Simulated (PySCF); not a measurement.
# ethane: calculation against experiment

**Measured values to compare with.**

NIST CCCBDB Release 22 (SRD 101), experimental polarizabilities lists, for the gas: mean polarisability 4.226 Å³.

How close the calculation comes is told at the end.

Species: ethane, C₂H₆.
SMILES with atom numbers: `[CH3:1][CH3:2]` (hydrogens: H3, H4, H5 on C1; H6, H7, H8 on C2)

Cartesian coordinates in Å at the GFN2-xTB level; atoms count from 1:
```xyz
8
C2H6 angstrom
C     -0.7524    0.1057   -0.0168
C      0.7546   -0.1026    0.0104
H     -1.2175   -0.5618   -0.7390
H     -0.9937    1.1298   -0.2930
H     -1.1835   -0.0949    0.9615
H      0.9934   -1.1285    0.2828
H      1.2208    0.5606    0.7360
H      1.1874    0.1011   -0.9667
```

Runs made with PySCF (gas phase, on this GFN2-xTB geometry; no spin–orbit coupling):

| level | job | basis functions | wall time |
| --- | --- | --- | --- |
| CAM-B3LYP/def2-SVPD | 8 singlets by full TDDFT, 3 Tamm–Dancoff triplets, polarisability | 88 | 3.3 s |

Hardware: one thread of an Arm Neoverse V1 (shared host).

Results beside the measurements:

**Mean polarisability.** Measured: 4.226 Å³ (NIST CCCBDB Release 22 (SRD 101), experimental polarizabilities).

```
              level  computed (Å³)  computed − measured (Å³)  % (from the printed values)
CAM-B3LYP/def2-SVPD          4.129                    -0.097                           -2
```

The computed values are static and purely electronic, with core orbitals frozen in the response (1 au = 0.148185 Å³). The table of measured values doesn't say here whether a value is static or optical, or holds a vibrational part.

No measured geometry was used, and the causes of the misses weren't examined.
